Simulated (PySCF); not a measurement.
**C$_{4}$H$_{5}$N: calculation and literature**

Geometry:
```tsv
atom	x (Å)	y (Å)	z (Å)
C1	0.402	1.107	-0.085
C2	-0.893	0.706	0.330
C3	-0.936	-0.663	0.268
N4	0.282	-1.097	-0.165
C5	1.105	-0.032	-0.383
H6	0.777	2.115	-0.156
H7	-1.702	1.349	0.638
H8	-1.729	-1.357	0.498
H9	0.535	-2.058	-0.303
H10	2.117	-0.168	-0.731
```

What is known from experiment: δ $^{13}$C C3/C5 119.1; C1/C2 107.8; δ $^{1}$H H8/H10 6.93; H6/H7 6.26 ppm (measured; solution, D2O, 298 K; Fulmer et al., Organometallics 2010, 29, 2176).
δ $^{13}$C C3/C5 119.6; C1/C2 108.8; δ $^{1}$H H8/H10 6.84; H6/H7 6.24 ppm (measured; solution, TFE-d3, 298 K; Fulmer et al., Organometallics 2010, 29, 2176).
δ $^{15}$N N4 -238.8 ppm (measured; solution, cyclohexane; M. Witanowski, Z. Biedrzycka, W. Sicinska, Z. Grabowski, J. Magn. Reson. 131 (1998) 54).
δ $^{13}$C C3/C5 118.0; C1/C2 108.0; δ $^{1}$H H8/H10 6.77; H6/H7 6.07 ppm (measured; solution, acetone-d6, 298 K; Fulmer et al., Organometallics 2010, 29, 2176). Coupling constants: $^{1}J$(C3,H8) 182.0 Hz, $^{1}J$(C2,H7) 170.0 Hz, $^{2}J$(C2,H6) 4.6 Hz.

How the numbers were obtained: B3LYP/pcJ-2 coupling constants, coordinates at the PBE0-D3(BJ)/def2-TZVP level, GIAO B97-2/pcSseg-2 shieldings, in PySCF 2.14 (relativity neglected, equivalent nuclei averaged, no solvent model, single conformer).

(1) Set the calculated values beside the experiment.

(2) How far are the unscaled $^{13}$C shifts from the references?

(3) How far are the unscaled $^{1}$H shifts from the references?

Results:

(1) 
Reference values: measured (solution, D2O, 298 K; Fulmer et al., Organometallics 2010, 29, 2176).
| atoms | quantity | reference | computed | computed, scaled |
| --- | --- | --- | --- | --- |
| C3/C5 | δ $^{13}$C | 119.1 | 121.0 | 114.7 |
| C1/C2 | δ $^{13}$C | 107.8 | 114.9 | 108.8 |
| H8/H10 | δ $^{1}$H | 6.93 | 6.86 | 6.58 |
| H6/H7 | δ $^{1}$H | 6.26 | 6.54 | 6.28 |

Reference values: measured (solution, TFE-d3, 298 K; Fulmer et al., Organometallics 2010, 29, 2176).
| atoms | quantity | reference | computed | computed, scaled |
| --- | --- | --- | --- | --- |
| C3/C5 | δ $^{13}$C | 119.6 | 121.0 | 114.7 |
| C1/C2 | δ $^{13}$C | 108.8 | 114.9 | 108.8 |
| H8/H10 | δ $^{1}$H | 6.84 | 6.86 | 6.58 |
| H6/H7 | δ $^{1}$H | 6.24 | 6.54 | 6.28 |

Reference values: measured (solution, cyclohexane; M. Witanowski, Z. Biedrzycka, W. Sicinska, Z. Grabowski, J. Magn. Reson. 131 (1998) 54).
| atoms | quantity | reference | computed | computed, scaled |
| --- | --- | --- | --- | --- |
| N4 | δ $^{15}$N vs neat liquid CH3NO2 | -238.8 | – | -236.6 |

Reference values: measured (solution, acetone-d6, 298 K; Fulmer et al., Organometallics 2010, 29, 2176).
```csv
atoms,quantity,reference,computed,"computed, scaled"
C3/C5,δ $^{13}$C,118.0,121.0,114.7
C1/C2,δ $^{13}$C,108.0,114.9,108.8
H8/H10,δ $^{1}$H,6.77,6.86,6.58
H6/H7,δ $^{1}$H,6.07,6.54,6.28
```

Computed shifts are σ(ref) − σ with the named reference compound (TMS for H and C) calculated as an isolated molecule at the same level. The measured values may be among those fitted. Empirical linear scaling, fitted to shifts measured mostly in CDCl3 for H and C (δ vs TMS): $^{1}$H: δ = 29.81 − 0.938σ (rms 0.14 ppm, 293 shifts, 0.16 ppm with the 4 outliers that the fit left out); $^{13}$C: δ = 176.83 − 0.965σ (rms 2.0 ppm, 507 shifts, 2.1 ppm with the 1 outlier that the fit left out); $^{15}$N: δ = -149.27 − 0.914σ (rms 6.8 ppm, 34 shifts vs CH3NO2, solution or neat liquid). A few per cent of atoms miss by over 2 rms, more outside the fitted compound classes. H not on carbon is unscaled (vs computed TMS).

Coupling constants in Hz (some tables give magnitudes without signs):
```tsv
coupling	reference	computed	source
$^{1}J$(C3,H8)	182.0	192.2	measured; liquid or solution; F. J. Weigert, PhD thesis, Caltech 1968 (Carbon-13 magnetic resonance spectroscopy)
$^{1}J$(C2,H7)	170.0	179.0	measured; liquid or solution; F. J. Weigert, PhD thesis, Caltech 1968 (Carbon-13 magnetic resonance spectroscopy)
$^{2}J$(C2,H6)	4.6	5.0	measured; liquid or solution; F. J. Weigert, PhD thesis, Caltech 1968 (Carbon-13 magnetic resonance spectroscopy)
```

(2) Mean signed difference +4.40 ppm, mean absolute 4.40 ppm over 6 comparisons; the largest is +7.1 ppm at C1/C2 (aromatic CH).

(3) Mean signed difference +0.18 ppm, mean absolute 0.21 ppm over 6 comparisons; the largest is +0.47 ppm at H6/H7 (hydrogen on an aromatic CH).

16 of the 74 published NMR values on file for this molecule are compared. The rest: values from further sources, exchangeable protons in solution, protons in aromatic solvents, values whose atom or origin is in doubt.
